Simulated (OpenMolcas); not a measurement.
# C2H2N2S (1,3,4-Thiadiazole): RGE2/def2-TZVP (RICD fitting)

Aim: the vertical electron affinity of C2H2N2S (1,3,4-Thiadiazole) at RGE2/def2-TZVP (RICD fitting), from 2 runs. 

The calculation is run with OpenMolcas 26.06.

## 1. The molecule

C2H2N2S: 7 atoms, total charge 0, spin state singlet. SMILES: `c1nncs1`. The coordinates come from a GFN2-xTB relaxation.

Bond lengths: C1–N2 1.281 Å, N2–N3 1.324 Å, N3–C4 1.281 Å, C1–S5 1.738 Å, C4–S5 1.738 Å, C1–H6 1.071 Å, C4–H7 1.071 Å. Angles: C1–N2–N3 113.5°, N2–C1–S5 114.0°, N2–N3–C4 113.5°, N3–C4–S5 114.0°, C1–S5–C4 84.9°, N2–C1–H6 123.9°, S5–C1–H6 122.1°, N3–C4–H7 124.0°, S5–C4–H7 122.0°.

## 2. The energy at RGE2/def2-TZVP (RICD fitting)

The input, geom.xyz:

```xyz
7

C     -0.450460     0.683410     0.846170
N     -1.236620    -0.120030     0.232690
N     -0.633370    -0.842260    -0.698210
C      0.618870    -0.595980    -0.804880
S      1.197900     0.615770     0.298310
H     -0.763510     1.343440     1.629030
H      1.267190    -1.084350    -1.503110
```

The input, job.input:

```
>>> EXPORT MOLCAS_PRINT=2

&GATEWAY
 BasLib=$CurrDir
 Coord=geom.xyz
 Basis=def2-TZVP
 Group=NoSym
 RICD

&SEWARD

&SCF
 KSDFT=RGE2
 PrOrbitals=0
```

The basis set def2-TZVP is read from a file made from the Basis Set Exchange's data (not shown).

The run is started by

```bash
export MOLCAS_MEM=1860
pymolcas job.input > job.log
```

The log of the run:

```text
--- Start Module: gateway ---
[...]
--- Stop Module: gateway /rc=_RC_ALL_IS_WELL_ ---
--- Start Module: seward ---
[...]
      Basis functions          173
--- Stop Module: seward /rc=_RC_ALL_IS_WELL_ ---
[...]
--- Start Module: scf ---
[...]
       Convergence after  17 Iterations
[...]
::    Total KS-DFT energy                            -583.6770816387
[...]
      Total spin, S                                     0.0000000000
[...]
      Total electronic charge=   44.000000
      Total            charge=   -0.000000
[...]
      Dipole Moment (debye):
      Origin of the operator (angstrom)=    0.1703    0.0875    0.0423
                   X=  2.5410E+00               Y=  1.3067E+00               Z=  6.3324E-01           Total=  2.9266E+00
      Quadrupole Moment (debye*angstrom):
[...]
--- Stop Module: scf /rc=_RC_ALL_IS_WELL_ ---
[...]
```

It took 20 s on 1 thread of Arm Neoverse V2, shared host; peak memory 0.26 GiB.

## 3. The doublet anion, same level

geom.xyz is that of step 2.

The input, job.input:

```
&GATEWAY
BASLIB=$CurrDir
COORD=geom.xyz
BASIS=def2-TZVP
GROUP=NoSym
RICD
&SEWARD
&SCF
UHF
CHARGE=-1
SPIN=2
KSDFT=RGE2
PRORBITALS=0
```

The basis set def2-TZVP is read from a file made from the Basis Set Exchange's data (not shown).

The run is started by

```bash
export MOLCAS_MEM=1860
pymolcas job.input > job.log
```

The log of the run:

```text
--- Start Module: gateway ---
[...]
--- Stop Module: gateway /rc=_RC_ALL_IS_WELL_ ---
--- Start Module: seward ---
[...]
      Basis functions          173
--- Stop Module: seward /rc=_RC_ALL_IS_WELL_ ---
[...]
--- Start Module: scf ---
[...]
       Convergence after  22 Iterations
[...]
::    Total KS-DFT energy                            -583.6459699651
[...]
      Total spin, S                                     0.5018725865
[...]
      Total electronic charge=   45.000000
      Total            charge=   -1.000000
[...]
      Dipole Moment (debye):
      Origin of the operator (angstrom)=    0.1703    0.0875    0.0423
                   X=  2.1294E+00               Y=  1.0935E+00               Z=  5.3195E-01           Total=  2.4522E+00
      Center of Charge (angstrom)
[...]
--- Stop Module: scf /rc=_RC_ALL_IS_WELL_ ---
[...]
```

Wall time 37 s (1 thread of Arm Neoverse V2, shared host); peak memory 0.27 GiB.

## 4. Outcome

At RGE2/def2-TZVP (RICD fitting):

| quantity | value |
| --- | --- |
| singlet C2H2N2S: total energy | -583.67708 Eh |
| singlet C2H2N2S: dipole moment | 2.93 D |
| singlet C2H2N2S: HOMO energy | -6.12 eV |
| singlet C2H2N2S: LUMO energy | -2.19 eV |
| singlet C2H2N2S: HOMO–LUMO gap | 3.93 eV |
| doublet anion: total energy | -583.64597 Eh |
| doublet anion: HOMO energy (highest over α and β) | 3.84 eV |
| doublet anion: LUMO energy (lowest over α and β) | 4.56 eV |
| doublet anion: ⟨S²⟩ | 0.754 |
| vertical electron affinity (to the doublet anion) | -0.847 eV |

**Reading.** The anion lies 0.85 eV (19.5 kcal/mol) above the neutral: the electron isn't bound at this level, and such a value depends on the basis. Without diffuse functions anions come out too high. Mulliken charges (doublet anion) run from -0.27 on S5 to +0.05 on H6; they depend strongly on the basis. The HOMO (doublet anion) lies at positive energy, 3.84 eV, as semi-local functionals often give for anions; only total energies tell whether the electron is bound.
